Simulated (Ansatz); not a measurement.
# C5H10S: the cost of one run

Method: one geometry, several basis sets; program: Ansatz 0.2.0, Gaussian basis.

The runs, in order: PBE0-D4/def2-SVP; ωB97M-V/def2-SVP; PBE0-D4/def2-QZVPP; ωB97M-V/def2-QZVPP; the functionals' def2-TZVPP values are taken from earlier runs.

### 1 Structure used throughout

An earlier PBE0-D4 in a triple-zeta def2 set relaxation fixed the geometry.

SMILES `SC1CCCC1`, 16 atoms, charge 0, spin multiplicity 1.

Atoms are counted from 1 here; the program's logs count them from 0.

Bond lengths: S1–C2 1.806 Å, S1–H7 1.344 Å, C2–C3 1.523 Å, C2–C6 1.524 Å, C2–H8 1.097 Å, C3–C4 1.531 Å, C3–H9 1.095 Å, C3–H10 1.091 Å, C4–C5 1.549 Å, C4–H11 1.091 Å, C4–H12 1.093 Å, C5–C6 1.533 Å, C5–H13 1.092 Å, C5–H14 1.091 Å, C6–H15 1.091 Å, C6–H16 1.095 Å. Angles: C2–S1–H7 96.4°, S1–C2–C3 116.0°, S1–C2–C6 115.9°, S1–C2–H8 103.3°, C3–C2–C6 103.0°, C3–C2–H8 109.2°, C6–C2–H8 109.3°, C2–C3–C4 103.7°, C2–C3–H9 108.6°, C2–C3–H10 112.8°, C4–C3–H9 110.6°, C4–C3–H10 113.8°, H9–C3–H10 107.3°, C3–C4–C5 105.8°, C3–C4–H11 111.8°, C3–C4–H12 110.1°, C5–C4–H11 112.3°, C5–C4–H12 110.2° and more.

### 2 PBE0-D4 in def2-SVP

in.yaml

```yaml
crystal:
  periodic: [false, false, false]
  atoms:
    - {symbol: S, position_ang: [0.171762, 1.124013, 2.523281]}
    - {symbol: C, position_ang: [-0.014156, 0.042754, 1.088483]}
    - {symbol: C, position_ang: [1.198514, -0.066179, 0.172768]}
    - {symbol: C, position_ang: [0.654829, -0.787790, -1.063519]}
    - {symbol: C, position_ang: [-0.858047, -0.458415, -1.112131]}
    - {symbol: C, position_ang: [-1.140389, 0.400960, 0.126088]}
    - {symbol: H, position_ang: [0.408597, 2.251201, 1.830544]}
    - {symbol: H, position_ang: [-0.217494, -0.937614, 1.535720]}
    - {symbol: H, position_ang: [1.532887, 0.944032, -0.086579]}
    - {symbol: H, position_ang: [2.040330, -0.575076, 0.644278]}
    - {symbol: H, position_ang: [1.174831, -0.482351, -1.973067]}
    - {symbol: H, position_ang: [0.803315, -1.865800, -0.965713]}
    - {symbol: H, position_ang: [-1.447516, -1.377467, -1.082068]}
    - {symbol: H, position_ang: [-1.136540, 0.060091, -2.031168]}
    - {symbol: H, position_ang: [-2.129644, 0.239430, 0.556392]}
    - {symbol: H, position_ang: [-1.064178, 1.465410, -0.119108]}
basis:
  gaussian: {orbitals: def2-SVP}
hamiltonian: {xc: pbe0, dispersion: d4}
output: {orbitals: {seedname: orbitals}}
```

Launch:

```
ansatz run in.yaml --threads 2 --pin off --events-out ev --progress --plain --max-ram 32768MiB --backend cpu
```

Q: Estimate wall time and peak memory on 2 threads of AMD EPYC 7R13, shared host.

About 3.6 s, with a peak of 0.39 GiB.
